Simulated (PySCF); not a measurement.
Molecule: HC≡CCF(CH3)2 (SMILES C#CC(C)(C)F).

Cartesian coordinates in Å; atom numbers follow the order of the lines, from 1:
```xyz
13

C     2.4129    0.6796    0.2993
C     1.2203    0.4764    0.2955
C    -0.2272    0.2142    0.2757
C    -0.8285    0.6174   -1.0621
C    -0.5150   -1.2360    0.6327
F    -0.8219    1.0065    1.2519
H     3.4715    0.8631    0.3061
H    -0.6368    1.6818   -1.2539
H    -0.3914    0.0266   -1.8790
H    -1.9150    0.4495   -1.0383
H    -1.6025   -1.3983    0.6499
H    -0.0621   -1.9149   -0.1032
H    -0.1048   -1.4663    1.6252
```

Geometry PBE0-D3(BJ)/def2-SVP throughout; GIAO in PySCF 2.14, gas phase, one conformer, non-relativistic; equivalent atoms averaged; functional PBE0.

**Question.** How do the absolute shieldings σ depend on the basis set? (ppm; last column core-seconds on shared hosts with different chips, so compare them loosely)

**Answer.** 
| basis set | functions | C1 | C3 | C2 | C4/C5 | F6 | H7 | H8/H9/H10/H11/H12/H13 | core-s |
| --- | --- | --- | --- | --- | --- | --- | --- | --- | --- |
| STO-3G | 37 | 165.5 | 171.7 | 172.9 | 211.7 | 412.9 | 29.98 | 31.50 | 2.8 |
| 6-31G | 68 | 125.4 | 117.1 | 119.2 | 169.0 | 352.2 | 30.12 | 30.90 | 5.1 |
| pcSseg-0 | 68 | 105.8 | 106.5 | 102.7 | 158.8 | 361.5 | 30.12 | 30.99 | 11 |
| 6-31G* | 98 | 123.3 | 113.7 | 117.7 | 164.9 | 361.0 | 29.82 | 30.46 | 7.4 |
| def2-SVP | 119 | 119.4 | 112.4 | 112.3 | 164.4 | 363.2 | 29.20 | 29.93 | 8.9 |
| cc-pVDZ | 119 | 122.5 | 111.6 | 114.3 | 166.3 | 356.0 | 29.07 | 29.82 | 20 |
| pcSseg-1 | 137 | 104.2 | 99.4 | 96.5 | 153.5 | 339.7 | 28.83 | 29.74 | 12 |
| aug-cc-pVDZ | 201 | 123.7 | 110.9 | 113.0 | 165.7 | 343.5 | 29.01 | 29.81 | 42 |
| 6-311+G(2d,p) | 204 | 109.0 | 100.9 | 98.3 | 156.8 | 332.5 | 29.19 | 29.99 | 20 |
| def2-TZVP | 228 | 109.3 | 99.0 | 98.4 | 156.2 | 332.9 | 29.16 | 29.96 | 24 |
| cc-pVTZ | 278 | 109.8 | 100.9 | 100.3 | 157.0 | 337.2 | 29.02 | 29.77 | 69 |
| IGLO-III | 280 | 104.2 | 94.8 | 93.6 | 152.7 | 331.3 | 29.00 | 29.85 | 71 |
| pcSseg-2 | 314 | 103.4 | 94.4 | 92.9 | 152.7 | 331.4 | 28.94 | 29.72 | 93 |

**Question.** Which nucleus moves most, in ppm?

**Answer.** F6 (fluorine on an sp3 carbon): from 331.3 ppm with IGLO-III to 412.9 ppm with STO-3G. The smallest spread is 1.29 ppm, at H7. Proton shifts span only some 12 ppm, so a few tenths of a ppm matter as much there as several ppm in carbon.

**Question.** Taking the largest basis, pcSseg-2 (314 functions), as the yardstick, rank the others by their worst heavy-atom deviation.

**Answer.** IGLO-III 0.8 ppm (280 functions), def2-TZVP 5.9 ppm (228 functions), 6-311+G(2d,p) 6.5 ppm (204 functions), cc-pVTZ 7.4 ppm (278 functions), pcSseg-1 8.3 ppm (137 functions), aug-cc-pVDZ 20.3 ppm (201 functions), cc-pVDZ 24.6 ppm (119 functions), 6-31G 26.3 ppm (68 functions), 6-31G* 29.7 ppm (98 functions), pcSseg-0 30.1 ppm (68 functions), def2-SVP 31.8 ppm (119 functions), STO-3G 81.5 ppm (37 functions).

A small basis that lands close on one nucleus may do so by chance; judge by the trend and by all nuclei.
